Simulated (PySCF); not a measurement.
Ionisation energies (eV) were calculated with PySCF 2.14 by MP2 (valence), LDA, PBE, in another order, as differences of total energies without spin-orbit coupling. The measured values are between term centres (NIST).

```csv
species,measured,A,B,C
"B (x2c-TZVPPall, spin-free X2C)",8.297,8.667,8.258,8.636
"Cl⁺ (x2c-TZVPPall, spin-free X2C)",23.771,23.849,23.339,23.969
"Mn⁺ (x2c-TZVPPall, spin-free X2C)",15.640,16.261,15.278,16.502
"Tc (x2c-TZVPPall, spin-free X2C)",7.119,6.884,6.657,7.321
"Cd (x2c-TZVPPall, spin-free X2C)",8.994,9.041,8.718,9.408
"In (x2c-TZVPPall, spin-free X2C)",5.603,5.582,5.378,5.710
"Te (x2c-TZVPPall, spin-free X2C)",8.749,8.733,8.336,9.025
"Xe (x2c-TZVPPall, spin-free X2C)",12.565,12.384,12.302,12.694
```

**Question.** Which column is which method?

**Answer.** A is PBE (mean error 0.08 eV); B is MP2 (valence) (mean error -0.31 eV); C is LDA (mean error 0.32 eV). PBE, with gradient corrections, lies close to experiment on average, with errors of both signs. Valence MP2 in a finite basis recovers only part of the missing correlation, so it stays below experiment on average. LDA overbinds the outer electron and comes out highest.
